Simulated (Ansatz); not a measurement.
How basis sets differ on Li2 (lithium dimer)

The species is Li2 (2 atoms), meant as a singlet with charge 0. SMILES: `[Li][Li]`. The bond length is the measured one.

```xyz
2

Li    0.0000    0.0000    0.0000
Li    0.0000    0.0000    2.6729
```

Quantity: the vertical energy of the triplet above the singlet, in eV. The values are calculated.

```json
{"level": "B2PLYP/ANO-RCC-MB (sfX2C)", "kind": "double hybrid", "program": "Ansatz", "value (eV)": "1.24", "CPU time (all runs)": "1.6 s"}
{"level": "B2PLYP/ANO-RCC-VDZ (sfX2C)", "kind": "double hybrid", "program": "Ansatz", "value (eV)": "1.22", "CPU time (all runs)": "2.1 s"}
{"level": "B2PLYP/ANO-RCC-VDZP (sfX2C)", "kind": "double hybrid", "program": "Ansatz", "value (eV)": "1.19", "CPU time (all runs)": "2.3 s"}
{"level": "B2PLYP/ANO-RCC-VTZP (sfX2C)", "kind": "double hybrid", "program": "Ansatz", "value (eV)": "1.17", "CPU time (all runs)": "4.1 s"}
{"level": "B2PLYP/ANO-RCC-VQZP (sfX2C)", "kind": "double hybrid", "program": "Ansatz", "value (eV)": "1.18", "CPU time (all runs)": "9.8 s"}
```

The values span 1.17 to 1.24 eV. Without the sets that lack polarisation functions the rows with a basis span only 1.17 to 1.19 eV. Times are those of the runs behind each value, whatever else they computed, on shared processors of several kinds: orders of magnitude only.
